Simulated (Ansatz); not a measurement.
Basis-set extrapolation for BClS (`S=BCl`) (PBE0-D4/def2-TZVP geometry, frozen core, Ansatz 0.2.0). Multiplicity 1, RHF reference.

```json
{"": "HF", "def2-TZVPP": "-881.808466", "def2-QZVPP": "-881.832658"}
{"": "MP2 correlation", "def2-TZVPP": "-0.444470", "def2-QZVPP": "-0.484038"}
{"": "CCSD(T) correlation", "def2-TZVPP": "-0.498218", "def2-QZVPP": "-0.536639"}
```

Energies in hartree. Use E(X) = E(∞) + A·exp(−7.88·√X) for Hartree–Fock and E(X) = E(∞) + B·X^(−2.97) for correlation, with X = 3 and 4.

What is the CCSD(T) energy at the basis-set limit?

HF limit: -881.832658 + (-0.024192) × 0.13774 = -881.83599. Correlation limit: -0.536639 + (-0.038421) × 0.74074 = -0.56510. Total: -882.40109 hartree, 247.9 kJ/mol below CCSD(T)/def2-TZVPP.
